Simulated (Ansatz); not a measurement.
# MP2/STO-3G run of SiH3O− (SMILES [O-][SiH3])

Aim: the vertical ionisation energy of SiH3O− at MP2/STO-3G, from 2 runs. 

The results are computed with Ansatz 0.2.0.

5 further runs of the same task are left out: 5 that didn't finish.

### 1 The molecule

SiH3O−: 5 atoms, total charge -1, spin state singlet. As SMILES, `[O-][SiH3]`. The coordinates come from a GFN2-xTB relaxation.

Bond lengths: O1–Si2 1.535 Å, Si2–H3 1.516 Å, Si2–H4 1.516 Å, Si2–H5 1.516 Å. Angles: O1–Si2–H3 116.1°, O1–Si2–H4 116.1°, O1–Si2–H5 116.1°, H3–Si2–H4 102.1°, H3–Si2–H5 102.1°, H4–Si2–H5 102.1°.

### 2 A single-point energy at MP2/STO-3G

Input file input.yaml:

```yaml
crystal:
  periodic: [false, false, false]
  atoms:
    - {symbol: O, position_ang: [-1.444170, 0.271390, 0.700100]}
    - {symbol: Si, position_ang: [-0.082700, 0.015600, 0.039800]}
    - {symbol: H, position_ang: [-0.104440, -0.247420, -1.452600]}
    - {symbol: H, position_ang: [0.697830, -1.174610, 0.561420]}
    - {symbol: H, position_ang: [0.933480, 1.135040, 0.151280]}
basis:
  gaussian: {orbitals: STO-3G}
total_charge: -1
correlation: {method: mp2, frozen_orbitals: {H: 0, O: 1, Si: 5}}
accuracy: high
```

Launch:

```bash
$ ansatz run input.yaml --threads 1 --pin off --max-ram 2610MiB --events-out events.jsonl --progress --plain --runs-dir runs
```

What it wrote:

```text
Warning: RAYON_NUM_THREADS=1 ignored (pool sized by the plan → 1); use --threads N
Functional definition: HF
  name "HF"
  exchange = exact_x
  correlation = 0
290 factors; integrals over basis functions are off by at most 2.9e-8 eV
mean field evaluation 1: about -9819.5946 eV, gradient 2.1e1 eV
mean field evaluation 2: about -9819.6249 eV, gradient 2.1e1 eV
mean field evaluation 4: about -9821.4108 eV, gradient 1.6e0 eV
mean field evaluation 8: about -9821.4309 eV, gradient 1.5e-2 eV
mean field -9821.43093451 eV, -360.9309296381 hartree, gradient 7.4e-8 eV, S^2 0.000000; 0 other end points of the search recorded, 0 dependent functions left out
6 core orbitals not correlated: weight in the atoms' cores, before any rotation towards them, 1.000 or more for the frozen orbitals, at most 0.000 for the correlated occupied ones
reference -9821.43093451 eV, -360.9309296381 hartree; 7, 7 occupied and 4, 4 virtual orbitals, 290 factors
second order -2.19495666 eV of doubles, -0.00000000 eV of singles
Total energy: -9823.62589117 eV, -361.0115928077 hartree
```

Wall time 0.1 s (1 thread of Arm Neoverse V1, shared host).

### 3 Doublet neutral SiH3O

Input file input.yaml:

```yaml
basis:
  gaussian:
    orbitals: STO-3G
crystal:
  periodic: [false, false, false]
  atoms:
    - symbol: O
      position_ang: [-1.444170, 0.271390, 0.700100]
    - symbol: Si
      position_ang: [-0.082700, 0.015600, 0.039800]
    - symbol: H
      position_ang: [-0.104440, -0.247420, -1.452600]
    - symbol: H
      position_ang: [0.697830, -1.174610, 0.561420]
    - symbol: H
      position_ang: [0.933480, 1.135040, 0.151280]
magnetization:
  spin_polarized: true
  initial_magnetization: 1
correlation:
  method: mp2
  frozen_orbitals: {H: 0, O: 1, Si: 5}
accuracy: high
```

Launch:

```bash
$ ansatz run input.yaml --threads 1 --pin off --max-ram 2610MiB --events-out events.jsonl --progress --plain --runs-dir runs
```

What it wrote, cut to the lines that bear on the results:

```text
Warning: RAYON_NUM_THREADS=1 ignored (pool sized by the plan → 1); use --threads N
Functional definition: HF
  name "HF"
[...]
290 factors; integrals over basis functions are off by at most 2.9e-8 eV
[...]
mean field -9826.70550239 eV, -361.1247664328 hartree, gradient 2.2e-8 eV, S^2 0.756043; 8 other end points of the search recorded, 0 dependent functions left out
6 core orbitals not correlated: weight in the atoms' cores, before any rotation towards them, 1.000 or more for the frozen orbitals, at most 0.000 for the correlated occupied ones
reference -9826.70550239 eV, -361.1247664328 hartree; 7, 6 occupied and 4, 5 virtual orbitals, 290 factors
second order -1.50288457 eV of doubles, -0.00000000 eV of singles
Total energy: -9828.20838696 eV, -361.1799964220 hartree
```

Wall time 0.54 s (1 thread of Arm Neoverse V1, shared host).

### 4 Summary of results

Level: MP2/STO-3G, 6 core orbitals frozen.

```
                                                          quantity          value
                                      singlet SiH3O−: total energy  -361.01159 Eh
       singlet SiH3O−: correlation energy (6 core orbitals frozen)      -80.7 mEh
                               doublet neutral SiH3O: total energy  -361.18000 Eh
doublet neutral SiH3O: correlation energy (6 core orbitals frozen)      -55.2 mEh
          doublet neutral SiH3O: ⟨S²⟩ of the reference determinant          0.756
               vertical detachment energy (to the doublet neutral)      -4.582 eV
```

The species is unbound against losing an electron at this level, by 4.58 eV (−106 kcal/mol); missing correlation or diffuse functions can give that sign where the real anion is bound. In a minimal basis such a difference can be off by several eV, whatever the method.
